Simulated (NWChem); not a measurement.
System: SiH2 cation, doublet

Input file for NWChem:

```
start job
memory heap 200 mb stack 900 mb global 1100 mb
charge 1
geometry units angstroms noautoz
  Si     0.000000     0.000000     0.178272
  H      1.289027     0.000000    -0.570238
  H     -1.289027     0.000000    -0.570238
end
basis spherical
  * library cc-pvtz
end
dft
  odft
  mult 2
  xc hfexch
  iterations 150
  mulliken
end
task dft gradient
```

Excerpt of the output:

```
             Northwest Computational Chemistry Package (NWChem) 7.3.0
             --------------------------------------------------------

 C2V symmetry detected

                             Geometry "geometry" -> ""
                             -------------------------

 Output coordinates in angstroms (scale by  1.889725989 to convert to a.u.)

  No.       Tag          Charge          X              Y              Z
 ---- ---------------- ---------- -------------- -------------- --------------
    1 Si                  14.0000     0.00000000     0.00000000     0.09356375
    2 H                    1.0000     1.28902700     0.00000000    -0.65494625
    3 H                    1.0000    -1.28902700     0.00000000    -0.65494625

 Effective nuclear repulsion energy (a.u.)      10.1455982416

      Symmetry information
      --------------------

 Group name             C2v
 Group number             16
 Group order               4
 No. of unique centers     2

  xc_inp: hfexch multiplicative factor not found.

                                 NWChem DFT Module
                                 -----------------

 Summary of "ao basis" -> "ao basis" (spherical)
 ------------------------------------------------------------------------------
       Tag                 Description            Shells   Functions and Types
 ---------------- ------------------------------  ------  ---------------------
 Si                         cc-pvtz                 12       34   5s4p2d1f
 H                          cc-pvtz                  6       14   3s2p1d

      Symmetry analysis of basis
      --------------------------

        a1         25
        a2          7
        b1         18
        b2         12

            General Information
            -------------------
          SCF calculation type: DFT
          Wavefunction type:  spin polarized.
          No. of atoms     :     3
          No. of electrons :    15
           Alpha electrons :     8
            Beta electrons :     7
          Charge           :     1
          Spin multiplicity:     2
          Use of symmetry is: on ; symmetry adaption is: on
          Maximum number of iterations: 150
          AO basis - number of functions:    62
                     number of shells:    24
          Convergence on energy requested:  1.00D-06
          Convergence on density requested:  1.00D-05
          Convergence on gradient requested:  5.00D-04

              XC Information
              --------------
                     Hartree-Fock (Exact) Exchange  1.000

      Superposition of Atomic Density Guess
      -------------------------------------

 Sum of atomic energies:        -289.84058237

 Renormalizing density from      16.00 to     15

      Non-variational initial energy
      ------------------------------

 Total energy =    -278.191807
 1-e energy   =    -395.157475
 2-e energy   =     106.820070
 HOMO         =      -0.586579
 LUMO         =      -0.497984

   Symmetry analysis of molecular orbitals - initial alpha
   -------------------------------------------------------

  Numbering of irreducible representations:

     1 a1          2 a2          3 b1          4 b2

  Orbital symmetries:

     1 a1          2 a1          3 b1          4 a1          5 b2
     6 a1          7 b1          8 a1          9 b2         10 a1
    11 b1         12 a1         13 a2         14 a1         15 b1
    16 b2         17 a1         18 b2

   Symmetry analysis of molecular orbitals - initial beta
   ------------------------------------------------------

  Numbering of irreducible representations:

     1 a1          2 a2          3 b1          4 b2

  Orbital symmetries:

     1 a1          2 a1          3 b1          4 a1          5 b2
     6 a1          7 b1          8 a1          9 b2         10 a1
    11 b1         12 a1         13 a2         14 a1         15 b1
    16 b2         17 a1         18 b2

     ---------------------------------------------
      Total Density - Mulliken Population Analysis
     ---------------------------------------------

    Atom       Charge   Shell Charges
 -----------   ------   -------------------------------------------------------
    1 Si  14    13.53   2.00  2.09  1.00  0.28  0.31  5.75  1.23  0.43  0.35  0.04  0.04  0.01
    2 H    1     0.74   0.19  0.41  0.12  0.00  0.01  0.00
    3 H    1     0.74   0.19  0.41  0.12  0.00  0.01  0.00

     --------------------------------------------
      Spin Density - Mulliken Population Analysis
     --------------------------------------------

    Atom       Charge   Shell Charges
 -----------   ------   -------------------------------------------------------
    1 Si  14     0.83  -0.00  0.00  0.07  0.03  0.03  0.00  0.47  0.06  0.16  0.01  0.00  0.00
    2 H    1     0.08   0.02  0.04  0.02  0.00  0.00  0.00
    3 H    1     0.08   0.02  0.04  0.02  0.00  0.00  0.00

   convergence    iter        energy       DeltaE   RMS-Dens  Diis-err
 ---------------- ----- ----------------- --------- --------- ---------
 d= 0,ls=0.0,diis     1   -289.6074182846 -3.00D+02  7.13D-03  6.54D-01
                                                     6.59D-03  6.51D-01
 d= 0,ls=0.0,diis     2   -289.7336342438 -1.26D-01  1.24D-03  2.88D-02
                                                     1.06D-03  2.73D-02
 d= 0,ls=0.0,diis     3   -289.7394625769 -5.83D-03  5.02D-04  5.66D-04
                                                     3.04D-04  4.17D-04
 d= 0,ls=0.0,diis     4   -289.7403723641 -9.10D-04  1.68D-04  4.64D-05
                                                     1.14D-04  3.70D-05
 d= 0,ls=0.0,diis     5   -289.7404689689 -9.66D-05  3.32D-05  2.83D-06
                                                     2.95D-05  2.86D-06
  Resetting Diis
 d= 0,ls=0.0,diis     6   -289.7404757010 -6.73D-06  1.12D-05  2.99D-07
                                                     1.07D-05  3.12D-07
 d= 0,ls=0.0,diis     7   -289.7404764572 -7.56D-07  2.05D-06  2.51D-08
                                                     1.43D-06  1.76D-08

         Total DFT energy =     -289.740476457200
      One electron energy =     -416.881002769157
           Coulomb energy =      137.801330627531
    Exchange-Corr. energy =      -20.806402557184
 Nuclear repulsion energy =       10.145598241610

 Numeric. integr. density =        0.000000000000

                  Occupations of the irreducible representations
                  ----------------------------------------------

                     irrep           alpha         beta
                     --------     --------     --------
                     a1                5.0          4.0
                     a2                0.0          0.0
                     b1                2.0          2.0
                     b2                1.0          1.0

                    DFT Final Alpha Molecular Orbital Analysis
                    ------------------------------------------

 Vector    6  Occ=1.000000D+00  E=-9.883963D-01  Symmetry=a1
              MO Center= -4.5D-16, -1.2D-16, -1.8D-01, r^2= 1.6D+00
   Bfn.  Coefficient  Atom+Function         Bfn.  Coefficient  Atom+Function
  ----- ------------  ---------------      ----- ------------  ---------------
     3      0.571837  1 Si s                  5      0.158103  1 Si s
    36      0.157144  2 H  s                 50      0.157144  3 H  s
    35      0.093774  2 H  s                 49      0.093774  3 H  s
     4      0.086562  1 Si s                 37      0.031876  2 H  s
    51      0.031876  3 H  s                 27      0.027346  1 Si d  2

 Vector    7  Occ=1.000000D+00  E=-7.905754D-01  Symmetry=b1
              MO Center=  1.4D-15, -1.3D-16, -4.3D-01, r^2= 2.0D+00
   Bfn.  Coefficient  Atom+Function         Bfn.  Coefficient  Atom+Function
  ----- ------------  ---------------      ----- ------------  ---------------
     9      0.400779  1 Si px                36      0.238088  2 H  s
    50     -0.238088  3 H  s                 35      0.138926  2 H  s
    49     -0.138926  3 H  s                 15      0.110974  1 Si px
    37      0.079408  2 H  s                 51     -0.079408  3 H  s
    26      0.067302  1 Si d  1              21      0.059691  1 Si d  1

 Vector    8  Occ=1.000000D+00  E=-6.636309D-01  Symmetry=a1
              MO Center= -2.0D-15,  1.1D-16,  3.8D-01, r^2= 1.9D+00
   Bfn.  Coefficient  Atom+Function         Bfn.  Coefficient  Atom+Function
  ----- ------------  ---------------      ----- ------------  ---------------
    11      0.566357  1 Si pz                 3      0.284550  1 Si s
    17      0.237530  1 Si pz                 5      0.179867  1 Si s
    36     -0.139677  2 H  s                 50     -0.139677  3 H  s
    35     -0.080103  2 H  s                 49     -0.080103  3 H  s
    37     -0.070521  2 H  s                 51     -0.070521  3 H  s

 Vector    9  Occ=0.000000D+00  E=-2.610147D-01  Symmetry=b2
              MO Center= -2.6D-16, -1.0D-15,  1.3D-01, r^2= 2.7D+00
   Bfn.  Coefficient  Atom+Function         Bfn.  Coefficient  Atom+Function
  ----- ------------  ---------------      ----- ------------  ---------------
    16      0.571881  1 Si py                10      0.494488  1 Si py
    13      0.052295  1 Si py                19      0.028099  1 Si d -1

 Vector   10  Occ=0.000000D+00  E=-8.842333D-02  Symmetry=a1
              MO Center=  1.6D-14,  1.6D-15, -3.7D-01, r^2= 3.9D+00
   Bfn.  Coefficient  Atom+Function         Bfn.  Coefficient  Atom+Function
  ----- ------------  ---------------      ----- ------------  ---------------
     5      1.444426  1 Si s                 37     -1.120140  2 H  s
    51     -1.120140  3 H  s                 17     -0.966199  1 Si pz
     3      0.289757  1 Si s                 11     -0.173463  1 Si pz
    22     -0.148707  1 Si d  2              36     -0.111236  2 H  s
    50     -0.111236  3 H  s                 27     -0.106527  1 Si d  2

 Vector   11  Occ=0.000000D+00  E=-8.239420D-02  Symmetry=b1
              MO Center=  7.0D-15,  7.0D-16,  4.5D-01, r^2= 3.9D+00
   Bfn.  Coefficient  Atom+Function         Bfn.  Coefficient  Atom+Function
  ----- ------------  ---------------      ----- ------------  ---------------
    15      1.591290  1 Si px                37     -1.171775  2 H  s
    51      1.171775  3 H  s                  9      0.269624  1 Si px
    21     -0.135593  1 Si d  1              26     -0.135751  1 Si d  1
    36     -0.125526  2 H  s                 50      0.125526  3 H  s
    35     -0.066558  2 H  s                 49      0.066558  3 H  s

                     DFT Final Beta Molecular Orbital Analysis
                     -----------------------------------------

 Vector    5  Occ=1.000000D+00  E=-4.572089D+00  Symmetry=a1
              MO Center= -8.2D-18, -1.3D-17,  9.4D-02, r^2= 1.0D-01
   Bfn.  Coefficient  Atom+Function         Bfn.  Coefficient  Atom+Function
  ----- ------------  ---------------      ----- ------------  ---------------
     8      0.920522  1 Si pz                14      0.133282  1 Si pz

 Vector    6  Occ=1.000000D+00  E=-9.311105D-01  Symmetry=a1
              MO Center= -3.0D-15,  3.2D-16, -3.3D-01, r^2= 1.6D+00
   Bfn.  Coefficient  Atom+Function         Bfn.  Coefficient  Atom+Function
  ----- ------------  ---------------      ----- ------------  ---------------
     3      0.531406  1 Si s                  5      0.165933  1 Si s
    36      0.150138  2 H  s                 50      0.150138  3 H  s
    11     -0.140852  1 Si pz                35      0.097386  2 H  s
    49      0.097386  3 H  s                  4      0.078868  1 Si s
    27      0.038929  1 Si d  2              22      0.034014  1 Si d  2

 Vector    7  Occ=1.000000D+00  E=-7.602940D-01  Symmetry=b1
              MO Center=  3.1D-15,  5.6D-29, -3.9D-01, r^2= 2.0D+00
   Bfn.  Coefficient  Atom+Function         Bfn.  Coefficient  Atom+Function
  ----- ------------  ---------------      ----- ------------  ---------------
     9      0.431178  1 Si px                36      0.212494  2 H  s
    50     -0.212494  3 H  s                 15      0.140667  1 Si px
    35      0.129946  2 H  s                 49     -0.129946  3 H  s
    26      0.072830  1 Si d  1              37      0.067573  2 H  s
    51     -0.067573  3 H  s                 21      0.066279  1 Si d  1

 Vector    8  Occ=0.000000D+00  E=-2.467291D-01  Symmetry=a1
              MO Center= -1.4D-15,  8.1D-15,  4.3D-01, r^2= 2.6D+00
   Bfn.  Coefficient  Atom+Function         Bfn.  Coefficient  Atom+Function
  ----- ------------  ---------------      ----- ------------  ---------------
     5      0.501984  1 Si s                 17      0.398418  1 Si pz
    11      0.332390  1 Si pz                 3      0.242267  1 Si s
    37     -0.179472  2 H  s                 51     -0.179472  3 H  s
    36     -0.119081  2 H  s                 50     -0.119081  3 H  s
    35     -0.063877  2 H  s                 49     -0.063877  3 H  s

 Vector    9  Occ=0.000000D+00  E=-2.357294D-01  Symmetry=b2
              MO Center= -5.1D-17, -1.0D-14,  1.3D-02, r^2= 2.8D+00
   Bfn.  Coefficient  Atom+Function         Bfn.  Coefficient  Atom+Function
  ----- ------------  ---------------      ----- ------------  ---------------
    16      0.613490  1 Si py                10      0.450467  1 Si py
    13      0.051853  1 Si py                19     -0.041876  1 Si d -1

 Vector   10  Occ=0.000000D+00  E=-7.736041D-02  Symmetry=a1
              MO Center=  8.8D-15,  1.1D-15, -3.8D-01, r^2= 4.0D+00
   Bfn.  Coefficient  Atom+Function         Bfn.  Coefficient  Atom+Function
  ----- ------------  ---------------      ----- ------------  ---------------
     5      1.496090  1 Si s                 37     -1.163725  2 H  s
    51     -1.163725  3 H  s                 17     -0.975404  1 Si pz
     3      0.267352  1 Si s                 11     -0.164778  1 Si pz
    22     -0.155909  1 Si d  2              27     -0.104031  1 Si d  2
    36     -0.088346  2 H  s                 50     -0.088346  3 H  s

     ---------------------------------------------
      Total Density - Mulliken Population Analysis
     ---------------------------------------------

    Atom       Charge   Shell Charges
 -----------   ------   -------------------------------------------------------
    1 Si  14    13.25   2.00  1.93  1.04  0.17  0.30  5.49  1.23  0.56  0.38  0.08  0.06  0.01
    2 H    1     0.87   0.22  0.51  0.12  0.00  0.02  0.00
    3 H    1     0.87   0.22  0.51  0.12  0.00  0.02  0.00

     --------------------------------------------
      Spin Density - Mulliken Population Analysis
     --------------------------------------------

    Atom       Charge   Shell Charges
 -----------   ------   -------------------------------------------------------
    1 Si  14     0.79   0.00  0.00  0.13  0.02  0.03  0.00  0.42  0.02  0.15  0.01  0.01  0.00
    2 H    1     0.11   0.02  0.06  0.02 -0.00  0.00  0.00
    3 H    1     0.11   0.02  0.06  0.02 -0.00  0.00  0.00

     -------------------------------------------
      Total Density - Lowdin Population Analysis
     -------------------------------------------

    Atom       Charge   Shell Charges
 -----------   ------   -------------------------------------------------------
    1 Si  14    12.86   1.99  1.42  0.82  0.53  0.38  4.83  1.07  1.12  0.53  0.10  0.05  0.02
    2 H    1     1.07   0.23  0.47  0.27  0.01  0.08  0.01
    3 H    1     1.07   0.23  0.47  0.27  0.01  0.08  0.01

[...]

                         DFT ENERGY GRADIENTS

    atom               coordinates                        gradient
                 x          y          z           x          y          z
   1 Si      0.000000   0.000000   0.176810    0.000000   0.000000   0.007207
   2 H       2.435908   0.000000  -1.237669    0.005761   0.000000  -0.003603
   3 H      -2.435908   0.000000  -1.237669   -0.005761   0.000000  -0.003603
```

Level: UHF/cc-pVTZ. In the optimisation the excess spin sits in a1 (C2v, its own frame). All runs use the structure optimised with PBE0-D3(BJ)/def2-TZVP, spin-unrestricted. No stability test was run on the SCF state.
